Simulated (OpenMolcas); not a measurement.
CH4FSi (SMILES C[SiH]F): the vertical energy of the quartet above the doublet, rung by rung

The species is CH4FSi (7 atoms), meant as a doublet with charge 0. As SMILES, `C[SiH]F`. Geometry: relaxed at PBE0-D4/def2-TZVP.

Quantity: the vertical energy of the quartet above the doublet, in eV. The values are calculated.

| level | kind | program | value (eV) | CPU time (all runs) |
| --- | --- | --- | --- | --- |
| USVWN5/aug-cc-pVDZ | LDA | OpenMolcas | 7.10 | 1.9 min |
| U-revPBE/aug-cc-pVDZ | GGA | OpenMolcas | 7.11 | 3 min |
| UBLYP/aug-cc-pVDZ | GGA | OpenMolcas | 7.21 | 3.3 min |
| UPBE/aug-cc-pVDZ | GGA | OpenMolcas | 7.09 | 2.9 min |
| UM06-L/aug-cc-pVDZ | meta-GGA | OpenMolcas | 7.69 | 4.5 min |
| UB3LYP/aug-cc-pVDZ | global hybrid | OpenMolcas | 7.55 | 3.1 min |
| UBHLYP/aug-cc-pVDZ | global hybrid | OpenMolcas | 7.94 | 3.3 min |
| UM06-2X/aug-cc-pVDZ | hybrid meta-GGA | OpenMolcas | 7.86 | 4.8 min |

The values span 7.09 to 7.94 eV. Times are those of the runs behind each value, whatever else they computed, on shared processors of several kinds: orders of magnitude only.
